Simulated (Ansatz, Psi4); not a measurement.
**Worked example: vertical energy of the triplet above the singlet of Si2H6 (disilane)**

The species is Si2H6 (8 atoms), meant as a singlet with charge 0. As SMILES, `[SiH3][SiH3]`. The shape is that of a PBE0-D4/def2-TZVP optimisation.

Both states at this one shape; open shells run unrestricted unless said. 1 Eh = 27.2114 eV.

| level | program | singlet Si2H6 (Eh) | triplet Si2H6 (Eh) |
| --- | --- | --- | --- |
| CAM-B3LYP/aug-cc-pVDZ | Ansatz | -582.568556 | -582.319813 |
| MP2/aug-pcseg-1, 10 core orbitals frozen | Ansatz | -581.507467 | -581.246160 |
| MP3/aug-cc-pVDZ, 10 core orbitals frozen | Psi4 | -581.608541 | -581.345413 |

Work out the vertical gap, second state less first, at each level.


1. CAM-B3LYP/aug-cc-pVDZ: -582.319813 − (-582.568556) = 0.248743 Eh = 6.77 eV.
2. MP2/aug-pcseg-1: -581.246160 − (-581.507467) = 0.261307 Eh = 7.11 eV.
3. MP3/aug-cc-pVDZ: -581.345413 − (-581.608541) = 0.263128 Eh = 7.16 eV.

No measured value is set beside it here; the levels span 6.77 to 7.16 eV.
